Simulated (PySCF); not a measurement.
Energy landscape of C2H6, singlet: internal rotation, threefold axis kept, other coordinates relaxed. Scanned: torsion (0 = eclipsed). Other coordinates (C-C length, H-C-C angle, H-C-C angle, C-H length, C-H length) were minimised at PBE0/def2-TZVP.

The free coordinates were minimised at PBE0/def2-TZVP in PySCF; the energy column is CCSD(T) on RHF/cc-pVTZ, 2 core orbitals frozen (PySCF 2.14.0), in kcal/mol.

```tsv
at / °	C-C length / Å	H-C-C angle / °	H-C-C angle / °	C-H length / Å	C-H length / Å	E
0	1.532	111.9	111.8	1.092	1.091	2.80
10	1.531	111.8	111.8	1.092	1.092	2.62
20	1.529	111.8	111.7	1.092	1.092	2.11
30	1.526	111.6	111.6	1.092	1.092	1.41
40	1.523	111.5	111.5	1.092	1.092	0.71
50	1.520	111.4	111.4	1.093	1.093	0.19
60	1.519	111.4	111.4	1.093	1.093	0.00
```
